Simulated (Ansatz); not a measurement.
# C2H5ClO: a ladder of functionals and wavefunction methods

One table from this session's results is given with a row withheld; the runs are named, their logs left out.

Program: Ansatz 0.2.0, Gaussian basis. Level of theory: functionals in def2-TZVPP, the program's frozen cores in correlated methods. These are calculated values, not measurements.

Plan: LDA (SPW92), PBE-D4, revPBE-D4, BLYP-D4, r2SCAN-D4, B97M-V, PBE0-D4, B3LYP-D4, r2SCANh-D4, r2SCAN0-D4, HSE06-D4, BHLYP-D4, CAM-B3LYP-D4, LC-ωPBE, ωB97X-V, ωB97M-V, B2PLYP, PBE-QIDH; CCSD(T)/def2-SVP; CCSD(T)/def2-TZVPP; MP2/def2-QZVPP; extrapolation to the limit; RPA on PBE.

### The relaxed structure

The geometry comes from an earlier relaxation with PBE0-D4 in a triple-zeta def2 set; it is a stationary point, not always the lowest conformer.

SMILES `CC(O)Cl`, 9 atoms, charge 0, spin multiplicity 1.

Atoms are counted from 1 here; the program's logs count them from 0.

Bond lengths: C1–C2 1.507 Å, C1–H5 1.090 Å, C1–H6 1.093 Å, C1–H7 1.093 Å, C2–O3 1.375 Å, C2–Cl4 1.825 Å, C2–H8 1.089 Å, O3–H9 0.963 Å. Angles: C2–C1–H5 111.0°, C2–C1–H6 110.4°, C2–C1–H7 109.0°, H5–C1–H6 108.2°, H5–C1–H7 109.2°, H6–C1–H7 109.0°, C1–C2–O3 114.0°, C1–C2–Cl4 108.5°, C1–C2–H8 112.3°, O3–C2–Cl4 110.9°, O3–C2–H8 106.6°, Cl4–C2–H8 104.2°, C2–O3–H9 108.9°.

The first run:

The input, in.yaml:

```yaml
crystal:
  periodic: [false, false, false]
  atoms:
    - {symbol: C, position_ang: [0.275580, 0.738679, -0.493368]}
    - {symbol: C, position_ang: [-0.105643, -0.638266, -0.015383]}
    - {symbol: O, position_ang: [0.358507, -0.941336, 1.242443]}
    - {symbol: Cl, position_ang: [-1.922489, -0.794735, -0.093203]}
    - {symbol: H, position_ang: [-0.085220, 0.913158, -1.506671]}
    - {symbol: H, position_ang: [-0.156509, 1.501772, 0.158956]}
    - {symbol: H, position_ang: [1.364130, 0.832513, -0.478517]}
    - {symbol: H, position_ang: [0.258386, -1.420820, -0.679023]}
    - {symbol: H, position_ang: [0.101857, -0.237163, 1.847665]}
basis:
  gaussian: {orbitals: def2-TZVPP}
hamiltonian: {xc: lda}
output: {orbitals: {seedname: orbitals}}
```

Command:

```
$ ansatz run in.yaml --threads 2 --pin off --events-out ev --progress --plain --max-ram 4352MiB
```

Steps of the session up to this table: LDA; PBE-D4 (GGA); revPBE-D4 (GGA); BLYP-D4 (GGA); r2SCAN-D4 (meta-GGA); B97M-V (meta-GGA); B3LYP-D4 (hybrid); r2SCANh-D4 (hybrid); r2SCAN0-D4 (hybrid); HSE06-D4 (hybrid); BHLYP-D4 (hybrid); CAM-B3LYP-D4 (range-separated); LC-ωPBE (range-separated); ωB97X-V (range-separated); ωB97M-V (range-separated); B2PLYP (double hybrid); PBE-QIDH (double hybrid).

One of the session's tables, all rows but one given; the rest of the session is left out.

It belongs to the step «Orbital energies across the functionals». 

```
  functional  HOMO (eV)  LUMO (eV)  gap (eV)
 LDA (SPW92)      -7.06      -0.57      6.49
      PBE-D4      -6.90      -0.34      6.56
   revPBE-D4      -6.84      -0.25      6.59
     BLYP-D4      -6.78      -0.29      6.49
   r2SCAN-D4      -7.26       0.00      7.26
      B97M-V      -7.39      -0.05      7.34
     PBE0-D4      -8.39       0.69      9.08
    B3LYP-D4      -8.14       0.35      8.49
  r2SCANh-D4      -7.80       0.39      8.20
  r2SCAN0-D4      -8.61       0.96      9.56
    HSE06-D4      -7.98       0.31      8.29
    BHLYP-D4          ?          ?         ?
CAM-B3LYP-D4      -9.83       1.58     11.41
     LC-ωPBE     -11.25       2.92     14.17
     ωB97X-V     -10.87       2.73     13.60
     ωB97M-V     -10.72       2.33     13.05
```

Estimate the missing values for BHLYP-D4.

Worked estimate for «HOMO (eV)». Against the share of exact exchange, BLYP-D4 (0, -6.78), B3LYP-D4 (0.2, -8.14) give a slope of -6.80 per unit share; at 0.5 the line stands at -10.18.

As computed: HOMO (eV): -9.72; LUMO (eV): 1.46; gap (eV): 11.18. In «HOMO (eV)» the line misses by -0.46.
